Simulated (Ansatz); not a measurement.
Ansatz (an electronic-structure program) input:

Ansatz 0.2 input:
```yaml
crystal:
  periodic: [false, false, false]
  atoms:
    - {symbol: B, position_ang: [0.03064885, 0.02128650, 0.01040853]}
    - {symbol: Cl, position_ang: [0.03523883, 1.74417897, -0.03542174]}
    - {symbol: Cl, position_ang: [1.51994326, -0.84482295, -0.02969292]}
    - {symbol: Cl, position_ang: [-1.46452683, -0.83525194, 0.03211990]}
basis:
  gaussian:
    orbitals: def2-TZVP
hamiltonian:
  xc: b3lyp
  dispersion: d3bj
relax: {f_tol: 0.002, max_steps: 150}
```

Q: Which total energy does the run end on?

A: -1405.67503 Eh (B3LYP-D3(BJ)/def2-TZVP). The basis has 142 functions. The run takes very roughly 26 core-seconds.
